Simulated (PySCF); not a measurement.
Spin states of F₂⁺

Unrestricted PBE0; basis F pcseg-1; no relativity; PySCF 2.14. Outer shells of the fragments: F+ 2s2 2p4; F 2s2 2p5.

Followed along the bond (rough minima from three points):

| 2Ms+1 | unpaired | ⟨S²⟩ at the start | R at minimum (Å) | Te (eV) |
| --- | --- | --- | --- | --- |
| 2 | π ↑ | 0.75 | 1.29 | 0.00 |
| 4 | σ ↑, π ↑↑ | 3.76 | none in the scan | ≤ 2.07 |

Solutions found at the starting distance of 1.330 Å, counted from the lowest of them; the search is not exhaustive and high or unbound solutions are not listed, so other states can lie among these:

| 2Ms+1 | unpaired | term | E (eV) | ⟨S²⟩ | ⟨Lz²⟩ |
| --- | --- | --- | --- | --- | --- |
| 2 | π ↑ | ²Π | 0.00 | 0.75 | 1.00 |
| 4 | σ ↑, π ↑↑ | ⁴Σ⁻ | 3.15 | 3.76 | 0.00 |
| 4 | σ ↑, π ↑↑ | mixed | 5.86 | 3.75 | 2.00 |
| 4 | σ ↑↑, π ↑ | ⁴Π | 8.07 | 3.76 | 1.00 |

A term symbol is given only where ⟨S²⟩ and ⟨Lz²⟩ are close to those of a pure state; real π, δ and φ orbitals otherwise mix terms, and g/u labels are left off.

Counting both spins, an empty level lies below a filled one in some of these solutions, because spin and occupation are held.
